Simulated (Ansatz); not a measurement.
# The cluster CaTe₂: geometry, orbitals and charge

What does the cluster CaTe₂ look like as a singlet, and where do its frontier electrons sit?

Method: RKS PBE0-D4/def2-TZVP; program: Ansatz 0.2.0, Gaussian basis.

The runs, in order: relaxation at r2SCAN-D4/def2-TZVP; a search for the lowest solution at PBE0-D4/def2-SVP; a single point at PBE0-D4/def2-TZVP; harmonic vibrations at r2SCAN-D4/def2-TZVP.

6 further runs of the same task are left out: 6 set aside as unsound or not needed.

### Step 1. The system as given

3 atoms, charge 0, spin multiplicity 1.

Atoms are counted from 1 here; the program's logs count them from 0.

Bond lengths: Ca1–Te2 2.794 Å, Ca1–Te3 2.792 Å, Te2–Te3 2.840 Å. Angles: Te2–Ca1–Te3 61.1°, Ca1–Te2–Te3 59.4°, Ca1–Te3–Te2 59.5°.

As a file:

```
atom    x (Å)    y (Å)    z (Å)
 Ca1   1.2168   0.9318   0.4704
 Te2  -0.4907   0.0451  -1.5549
 Te3  -0.7261  -0.9769   1.0845
```

Te takes a core potential in the def2 sets. No spin-orbit coupling is included.

The start is a GFN1-xTB geometry.

### Step 2. Relaxation at r2SCAN-D4/def2-TZVP

File in.yaml:

```yaml
crystal:
  periodic: [false, false, false]
  atoms:
    - {symbol: Ca, position_ang: [1.216800, 0.931770, 0.470450]}
    - {symbol: Te, position_ang: [-0.490690, 0.045130, -1.554920]}
    - {symbol: Te, position_ang: [-0.726110, -0.976900, 1.084470]}
basis:
  gaussian: {orbitals: def2-TZVP}
hamiltonian: {xc: r2scan, dispersion: d4}
scf: {lower_state_search: "off"}
output: {orbitals: {seedname: orbitals}}
relax: {f_tol: 0.02, max_steps: 100}
```

On the command line:

```bash
$ ansatz run in.yaml --threads 4 --pin off --events-out ev --progress --plain --max-ram 3916MiB
```

Further steps of the session: Searching for the lowest solution, PBE0-D4/def2-SVP; Single point, PBE0-D4/def2-TZVP; Harmonic vibrations.

Q: Predict the results of all the runs planned. Wanted: point group; commonest bond; HOMO, LUMO at PBE0-D4/def2-TZVP; dipole at r2SCAN-D4/def2-TZVP; lowest, highest wavenumber.

The runs gave:

| quantity | value |
| --- | --- |
| point group | C2v |
| commonest bond | Ca–Te, 2 of mean length 2.817 Å |
| HOMO, LUMO at PBE0-D4/def2-TZVP | -4.58, -2.51 eV |
| dipole at r2SCAN-D4/def2-TZVP | 10.56 D |
| lowest, highest wavenumber | 163, 293 cm⁻¹ |

The molecule keeps its bonding pattern by the stored test; the atoms moved 0.01 Å (rms). All wavenumbers are real: a minimum at this level. The HOMO lies nearest to Te2, Te3 about 47 % each; Ca1 7 % and the LUMO to Ca1 89 %. Whether this spin is the lowest isn't tested here.
